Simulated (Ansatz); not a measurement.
**SiClO (quartet): wave-function methods side by side, def2-TZVPP**

An exercise on one series of results from a longer session: the logs are not shown, and one member is left open.

Method: def2-TZVPP, core rule «outside noble gas», up to 11 orbitals frozen; program: Ansatz 0.2.0, Gaussian basis.

The runs, in order: UHF; ROHF; CCSD(T) on UHF.

**The system**

The geometry is a PBE0/def2-TZVP stationary point (not a proven minimum).

3 atoms, charge 0, spin multiplicity 4.

Atoms are counted from 1 here; the program's logs count them from 0.

Bond lengths: Cl1–Si2 2.047 Å, Si2–O3 1.723 Å. Angles: Cl1–Si2–O3 117.5°.

Set-up of the first run:

in.yaml reads:

```yaml
crystal:
  periodic: [false, false, false]
  atoms:
    - {symbol: Cl, position_ang: [0.000000, -0.182593, 1.317915]}
    - {symbol: Si, position_ang: [0.000000, 0.559430, -0.589798]}
    - {symbol: O, position_ang: [0.000000, -0.577421, -1.885025]}
basis:
  gaussian: {orbitals: def2-TZVPP}
magnetization: {spin_polarized: true, initial_magnetization: 3}
hamiltonian: {xc: hf}
output: {orbitals: {seedname: orbitals}}
```

Launch:

```console
ansatz run in.yaml --threads 1 --pin off --events-out ev --progress --plain --max-ram 2816MiB --backend cpu
```

Steps of the session up to this table: UHF; ROHF; CCSD(T) on UHF.

One of the session's tables, all rows but one given; the rest of the session is left out.

```
  method  from UCCSD(T) (meV)
    ROHF             +13589.0
     UHF                    ?
    UMP2              +1467.8
   UCCSD               +522.5
UCCSD(T)                    0
```

Estimate the missing values for UHF.

**Answer.** from UCCSD(T) (meV): +13386.8. In the column «from UCCSD(T) (meV)» it lies between UMP2 (+1467.8) and ROHF (+13589.0).

With the free atoms at the same levels and basis (separate runs), the atomisation energy is 5.794 eV at UCCSD(T), 4.233 eV at ROHF.
